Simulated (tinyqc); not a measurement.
Worked calculation: extended Hueckel theory, for H2O-. The parameters take no account of the charge, which enters only through the electron count, and nothing here shows that the anion is bound. One step of it, computed by the program tinyqc.

Problem. Orbitals. Solve H C = S C e through S^(-1/2); fill by pairs from the bottom, a degenerate level sharing its electrons equally; each orbital has its largest coefficient positive (the first on a tie).

H (eV):
```
             1O 2s      1O 2px      1O 2py      1O 2pz       2H 1s       3H 1s
1O 2s   -32.300000    0.000000    0.000000    0.000000  -17.141236  -16.703915
1O 2px    0.000000  -14.800000    0.000000    0.000000    0.000000    0.000000
1O 2py    0.000000    0.000000  -14.800000    0.000000   -5.997247    5.893374
1O 2pz    0.000000    0.000000    0.000000  -14.800000   -5.699089   -5.597472
2H 1s   -17.141236    0.000000   -5.997247   -5.699089  -13.600000   -5.316731
3H 1s   -16.703915    0.000000    5.893374   -5.597472   -5.316731  -13.600000
```

overlap S:
```
           1O 2s    1O 2px     1O 2py    1O 2pz     2H 1s      3H 1s
1O 2s   1.000000  0.000000   0.000000  0.000000  0.452059   0.440526
1O 2px  0.000000  1.000000   0.000000  0.000000  0.000000   0.000000
1O 2py  0.000000  0.000000   1.000000  0.000000  0.281226  -0.276356
1O 2pz  0.000000  0.000000   0.000000  1.000000  0.267245   0.262480
2H 1s   0.452059  0.000000   0.281226  0.267245  1.000000   0.260624
3H 1s   0.440526  0.000000  -0.276356  0.262480  0.260624   1.000000
```

valence electrons = 9

Give: orbital energies; occupations; coefficients; sum of one-electron energies.

Solution.

orbital energies (eV): -32.790  -16.025  -15.225  -14.800  -5.557  4.173

occupations: 2.000  2.000  2.000  2.000  1.000  0.000

coefficients:
```
           MO1     MO2     MO3    MO4     MO5     MO6
1O 2s    0.906  -0.001  -0.144  0.000  -0.022  -0.842
1O 2px   0.000   0.000   0.000  1.000   0.000   0.000
1O 2py  -0.001   0.763   0.002  0.000   0.826  -0.040
1O 2pz  -0.033   0.000   0.924  0.000  -0.022  -0.582
2H 1s    0.099   0.313   0.121  0.000  -0.837   0.863
3H 1s    0.095  -0.319   0.122  0.000   0.900   0.771
```

sum of one-electron energies = -163.236 eV
